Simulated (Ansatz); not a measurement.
**TaV2: computed properties**

Method: DFT PBEsol, scalar-relativistic, plane waves, PAW in Ansatz.

Cutoff 420 eV; k points 10×10×10 on the computed 6-atom cell (Γ-centred); Gaussian smearing, width 0.10 eV; no spin polarisation.

The structure is relaxed at this level of theory with its symmetry kept. Whether it is the stable form of this composition wasn't checked.

The structure is cubic, space group Fd-3m (No. 227). Conventional cell: a = 7.050 Å, b = 7.050 Å, c = 7.050 Å, α = 90.00°, β = 90.00°, γ = 90.00°. Ta (site symmetry -43m) has 12 V at 2.92 Å and 4 Ta at 3.05 Å as nearest neighbours. V (site symmetry -3m) is surrounded by 6 V at 2.49 Å.

```
Volume per atom                                                   : 98.5 bohr³
Formation energy from the elements' standard states (uncorrected) : -0.108 eV/atom
Kohn–Sham band gap                                                : none (metal)
Density of states at the Fermi level                              : 11.95 states/eV per cell
Löwdin character within 0.5 eV of the Fermi level                 : V 3d 64 %, Ta 5d 20 %, V 4s 7 %, unprojected 7 %
Bulk modulus                                                      : 211 GPa
Its pressure derivative                                           : 4.1
Bader charges (e)                                                 : Ta (2 in the cell) 0.14, V (4 in the cell) -0.07
```

Spin-orbit coupling is left out, which matters for the bands of heavy elements.

A ferromagnetic start lost its moments in a first run, so spin was left out; other magnetic orders weren't tried.

Cost: 6 runs of about 2.9 core-minutes in all, on Arm Neoverse V2 (shared hosts).